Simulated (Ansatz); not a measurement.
# C2H3O2 radical: geometry and frequencies at several levels

Wanted for C2H3O2 radical: geometry and frequencies at several levels. Spin multiplicity 2.

Program: Ansatz 0.2.0. Level of theory: the levels named in each step. These are calculated values, not measurements.

### 1 The starting structure

Bond lengths: O1–C2 1.188 Å, C2–C3 1.495 Å, C3–O4 1.397 Å, C3–H5 1.105 Å, C3–H6 1.097 Å, O4–H7 0.964 Å. Angles: O1–C2–C3 130.8°, C2–C3–O4 115.2°, C2–C3–H5 106.4°, C2–C3–H6 109.1°, O4–C3–H5 111.2°, O4–C3–H6 106.0°, H5–C3–H6 108.8°, C3–O4–H7 109.8°.

Structure file:

```xyz
7

O     1.4012    1.1543   -0.2447
C     0.7349    0.1929   -0.0369
C    -0.7492    0.0108   -0.0572
O    -1.1994   -1.2464    0.3536
H    -1.0778    0.2351   -1.0879
H    -1.2095    0.7345    0.6261
H    -0.7456   -1.9354   -0.1458
```

### 2 A rough first relaxation, PBE-D4/def2-SVP

The input, input.yaml:

```yaml
crystal:
  periodic: [false, false, false]
  atoms:
    - { symbol: O, position_ang: [1.40124, 1.15433, -0.24468] }
    - { symbol: C, position_ang: [0.73487, 0.19288, -0.03689] }
    - { symbol: C, position_ang: [-0.74916, 0.01077, -0.05719] }
    - { symbol: O, position_ang: [-1.19944, -1.24636, 0.35358] }
    - { symbol: H, position_ang: [-1.07781, 0.23507, -1.08792] }
    - { symbol: H, position_ang: [-1.20946, 0.73449, 0.62615] }
    - { symbol: H, position_ang: [-0.74557, -1.93544, -0.14577] }
magnetization:
  spin_polarized: true
  initial_magnetization: 1
basis:
  gaussian: { orbitals: def2-SVP }
hamiltonian:
  xc: pbe
  dispersion: d4
relax:
  f_tol: 0.03
  max_steps: 200
```

Launch:

```console
> ansatz run input.yaml --threads 2 --pin off --max-ram 5120MiB --backend cpu --events-out ev --progress --plain --runs-dir out
```

The runs that follow: Relaxation, HF/STO-3G; Frequencies, HF/STO-3G; Relaxation, HF/6-31G*; Frequencies, HF/6-31G*; Relaxation, LDA/def2-SVP; Frequencies, LDA/def2-SVP; Relaxation, PBE-D4/def2-SVP; Frequencies, PBE-D4/def2-SVP; Relaxation, PBE0-D4/def2-TZVPP; Relaxation, MP2/def2-TZVPP.

Before running it: what results should come out? Wanted: O1–C2 at MP2/def2-TZVPP; C2–C3 at MP2/def2-TZVPP; C3–O4 at MP2/def2-TZVPP; frequencies at PBE-D4/def2-SVP.

As calculated:

| quantity | value |
| --- | --- |
| O1–C2 at MP2/def2-TZVPP | 1.184 Å |
| C2–C3 at MP2/def2-TZVPP | 1.524 Å |
| C3–O4 at MP2/def2-TZVPP | 1.402 Å |
| frequencies at PBE-D4/def2-SVP | 140 to 3675 cm⁻¹ |

The O–C distance spreads over 0.080 Å, from HF/6-31G* (shortest) to HF/STO-3G. No mode is imaginary, so the geometry is a minimum. <S²> exceeds the pure value by up to 0.38: some mean fields break spin symmetry, which blurs their results.
